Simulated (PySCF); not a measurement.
## Vertical excitation energies

Species: C₅H₉N.
InChI=1S/C5H9N/c1-6-5-3-2-4-5/h5H,1-4H2

Computed, not measured: TDDFT CAM-B3LYP/def2-SVPD, vertical, gas phase, core orbitals frozen in the response in PySCF 2.14.0, density-fitted response routines. Isolated species at its GFN2-xTB geometry (one conformer only). Torsions of this conformer, `[CH2:1]=[N:2][CH:3]1[CH2:4][CH2:5][CH2:6]1`: C1–N2–C3–C4 130°.

Q: What does the calculation give for the low-lying excited states?

A: 

```tsv
state	E (eV)	λ (nm)	f	symmetry	main configurations (H = HOMO, L = LUMO)
S1	4.92	251.8	0.0014	–	H→L (96%)
S2	7.28	170.4	0.074	A′	H→L+1 (56%), H→L+2 (22%), H-1→L (19%)
S3	7.50	165.3	0.247	A′	H-1→L (78%), H→L+1 (16%)
S4	7.61	163.0	0.0011	–	H-2→L (88%)
S5	7.90	156.9	0.027	A′	H→L+3 (46%), H→L+2 (30%), H→L+1 (15%)
S6	7.98	155.5	0.106	A′	H→L+3 (47%), H→L+2 (34%)
S7	8.15	152.2	0.041	A″	H-1→L+1 (84%)
S8	8.26	150.1	0.0071	A″	H→L+4 (93%)
```

Triplets, Tamm–Dancoff:

```
state  E (eV)  λ (nm)  main configurations (H = HOMO, L = LUMO)
   T1    4.12   301.2                                 H→L (94%)
   T2    4.91   252.7      H-1→L (67%), H-3→L (20%), H-6→L (9%)
   T3    7.09   174.9                  H→L+1 (75%), H→L+2 (19%)
```

The lowest singlet lies at 4.92 eV (252 nm, ultraviolet) and is very weak; its leading configuration is HOMO→LUMO (96%). The most intense listed level is S3 at 7.50 eV (165 nm, f = 0.247), 2.58 eV above S1. Löwdin shares by element: HOMO nitrogen 57%, carbon 24% or more, hydrogen 6% or more; LUMO carbon 38% or more, nitrogen 34%, hydrogen 17% or more. Orbital energies (eV): HOMO-3 -10.62, HOMO-2 -10.15, HOMO-1 -9.52, HOMO -8.63, LUMO 0.90, LUMO+1 1.58, LUMO+2 1.79. The oscillator strengths of these states sum to 0.505; summed over the whole spectrum of an exact calculation they would give the number of electrons, 46 (Thomas–Reiche–Kuhn). Of the 8 states listed, 5 reach f = 0.01 and none stays under 0.0005. Symmetry labels in Cs follow from the direction of the transition dipole and are given only for states with f of 0.002 or more. The window holds the lowest 8 singlets.

On one thread, Intel Xeon at 2.50 GHz (x86_64), no GPU (shared host), this took 2.5 min wall, 72 s CPU and 0.85 GiB of memory at its peak.
